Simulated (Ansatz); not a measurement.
# C₄H₆O: a ladder of functionals and wavefunction methods

The task here is to estimate one member of a computed series from the others.

The runs use Ansatz 0.2.0, Gaussian basis; functionals in def2-TZVPP, the program's frozen cores in correlated methods.

Levels to be run: PBE-D4, r2SCAN-D4, PBE0-D4, B3LYP-D4, ωB97X-V, ωB97M-V, B2PLYP; CCSD(T)/def2-TZVPP; MP2/def2-QZVPP; extrapolation to the limit.

**Structure used throughout**

An earlier PBE0-D4 in a triple-zeta def2 set relaxation fixed the geometry.

SMILES `CC1=COC1`, 11 atoms, charge 0, spin multiplicity 1.

Atoms are counted from 1 here; the program's logs count them from 0.

Bond lengths: C1–C2 1.475 Å, C1–H6 1.095 Å, C1–H7 1.095 Å, C1–H8 1.092 Å, C2–C3 1.334 Å, C2–C5 1.506 Å, C3–O4 1.382 Å, C3–H9 1.083 Å, O4–C5 1.459 Å, C5–H10 1.092 Å, C5–H11 1.092 Å. Angles: C2–C1–H6 111.8°, C2–C1–H7 111.8°, C2–C1–H8 110.6°, H6–C1–H7 107.0°, H6–C1–H8 107.7°, H7–C1–H8 107.7°, C1–C2–C3 138.6°, C1–C2–C5 135.3°, C3–C2–C5 86.1°, C2–C3–O4 99.2°, C2–C3–H9 139.7°, O4–C3–H9 121.1°, C3–O4–C5 86.3°, C2–C5–O4 88.5°, C2–C5–H10 117.2°, C2–C5–H11 117.2°, O4–C5–H10 110.4°, O4–C5–H11 110.4° and more.

The first run:

Contents of in.yaml:

```yaml
crystal:
  periodic: [false, false, false]
  atoms:
    - {symbol: C, position_ang: [-1.360035, 0.637120, -0.248503]}
    - {symbol: C, position_ang: [-0.082638, -0.000236, 0.122360]}
    - {symbol: C, position_ang: [0.494074, -0.531730, 1.201794]}
    - {symbol: O, position_ang: [1.707438, -0.894391, 0.647850]}
    - {symbol: C, position_ang: [1.192900, -0.343661, -0.601731]}
    - {symbol: H, position_ang: [-1.213432, 1.659261, -0.612701]}
    - {symbol: H, position_ang: [-1.874370, 0.084703, -1.041682]}
    - {symbol: H, position_ang: [-2.030454, 0.684183, 0.611802]}
    - {symbol: H, position_ang: [0.277222, -0.719640, 2.245923]}
    - {symbol: H, position_ang: [1.816263, 0.488424, -0.937148]}
    - {symbol: H, position_ang: [1.138432, -1.121034, -1.367364]}
basis:
  gaussian: {orbitals: def2-TZVPP}
hamiltonian: {xc: pbe, dispersion: d4}
output: {forces: true, orbitals: {seedname: orbitals}}
```

On the command line:

```
ansatz run in.yaml --threads 4 --pin off --events-out ev --progress --plain --max-ram 10444MiB
```

Among the steps run: PBE-D4 (GGA); r2SCAN-D4 (meta-GGA); PBE0-D4 (hybrid); B3LYP-D4 (hybrid); ωB97X-V (range-separated); ωB97M-V (range-separated); B2PLYP (double hybrid); CCSD(T) in def2-TZVPP; MP2 in def2-QZVPP.

One of the session's tables, all rows but one given; the rest of the session is left out.

| method | atoms, summed (eV) | atomisation energy (eV) |
| --- | --- | --- |
| PBE-D4 | -6236.612 | 49.179 |
| r2SCAN-D4 | -6242.016 | 47.768 |
| PBE0-D4 | -6238.110 | 48.094 |
| B3LYP-D4 | -6246.295 | 47.527 |
| ωB97X-V | -6243.863 | 47.617 |
| ωB97M-V | -6243.037 | 47.697 |
| B2PLYP | -6240.978 | 47.114 |
| HF/def2-TZVPP | -6220.098 | 34.152 |
| MP2/def2-TZVPP | -6231.149 | 47.350 |
| CCSD/def2-TZVPP | -6233.823 | 45.493 |
| CCSD(T)/def2-TZVPP | -6234.121 | 46.317 |
| MP2/CBS | ? | ? |
| CCSD(T)/CBS | -6236.144 | 47.467 |

**Question.** Estimate the row for MP2/CBS.

The run gave: atoms, summed (eV): -6233.172; atomisation energy (eV): 48.500. In the column «atoms, summed (eV)» it lies between CCSD/def2-TZVPP (-6233.823) and MP2/def2-TZVPP (-6231.149).
